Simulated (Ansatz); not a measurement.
`CCC(CC)C(C)C` and `CCC(C)C(C)C` differ in one atom or group.

Ansatz, PBE0-D4/def2-TZVP geometries, multiplicity 1. Each molecule was computed in one conformer, which needn't be the lowest.

```
                                          property  `CCC(CC)C(C)C`
                LUMO energy (PBE0/def2-TZVPP) / eV            1.11
                HOMO energy (PBE0/def2-TZVPP) / eV           -8.36
               LUMO energy (B3LYP/def2-TZVPP) / eV            0.79
    size of the dipole moment (PBE/def2-TZVPP) / D            0.04
           HOMO–LUMO gap (ωB97M-V/def2-TZVPP) / eV           13.16
size of the dipole moment (ωB97M-V/def2-TZVPP) / D            0.04
```

Problem. Give the same properties after the change, and the shifts. (Estimate.)

Solution. Computed: 
```json
{"property": "LUMO energy (PBE0/def2-TZVPP) / eV", "`CCC(C)C(C)C`": "1.14", "shift": "0.03"}
{"property": "HOMO energy (PBE0/def2-TZVPP) / eV", "`CCC(C)C(C)C`": "-8.45", "shift": "-0.09"}
{"property": "LUMO energy (B3LYP/def2-TZVPP) / eV", "`CCC(C)C(C)C`": "0.82", "shift": "0.03"}
{"property": "size of the dipole moment (PBE/def2-TZVPP) / D", "`CCC(C)C(C)C`": "0.08", "shift": "0.04"}
{"property": "HOMO–LUMO gap (ωB97M-V/def2-TZVPP) / eV", "`CCC(C)C(C)C`": "13.29", "shift": "0.13"}
{"property": "size of the dipole moment (ωB97M-V/def2-TZVPP) / D", "`CCC(C)C(C)C`": "0.08", "shift": "0.04"}
```

B3LYP here is the variant with VWN-RPA as its local correlation; programs differ in this.
